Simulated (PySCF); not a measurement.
Gas-phase reaction: 2 Si(NH₂)₄ = 4 N₂H₂ + 2 SiH + 3 H₂

Computed with PySCF (xtb for GFN2) and rigid-rotor harmonic-oscillator thermochemistry at 1 bar. † marks an energy on the PBE0/def2-TZVP geometry and frequencies; other levels use their own. MP2 freezes the core. 6-31G* has spherical d functions here. Open shells (unrestricted): SiH (multiplicity 2, electronic degeneracy 4); the rest are closed-shell singlets. GFN2 has no spin-polarisation term. Spin-orbit splitting is ignored; it lowers the true energy and changes the entropy of SiH. B3LYP is the form with VWN-RPA correlation. Si(NH₂)₄: computed as isolated molecules; such fragments, hydroxides, amides, oligomers or adducts are transient or little studied in the gas. MP2 isn't extrapolated to the basis-set limit; its ΔH°(298 K) is 2149.5 kJ in def2-SVP and 2376.3 kJ in def2-TZVPP. The harmonic model lacks anharmonicity and excited electronic states, which grow with temperature; levels with a mode under 35 cm⁻¹ are left out. Internal rotation in Si(NH₂)₄ is treated as a harmonic vibration of one conformer, which makes the entropy rough.

| level | ΔE electronic, kJ | ΔH°(298 K), kJ | ΔS°(298 K), J/K | ΔG°(2500 K), kJ |
|---|---|---|---|---|
| B3LYP/6-31G* | 2117 | 1994 | 991 | -336 |
| BLYP/def2-TZVP† | 2124 | 2002 | 988 | -313 |
| GFN2-xTB | 2325 | 2187 | 954 | -57 |
| MP2/def2-TZVPP† | 2499 | 2376 | 988 | 61 |
| ωB97M-V/def2-TZVP† | 2405 | 2283 | 988 | -32 |
| ωB97X-V/def2-TZVP† | 2403 | 2280 | 988 | -34 |
ΔH° is lowest at B3LYP/6-31G* and highest at MP2/def2-TZVPP†. No reference value is set beside these.
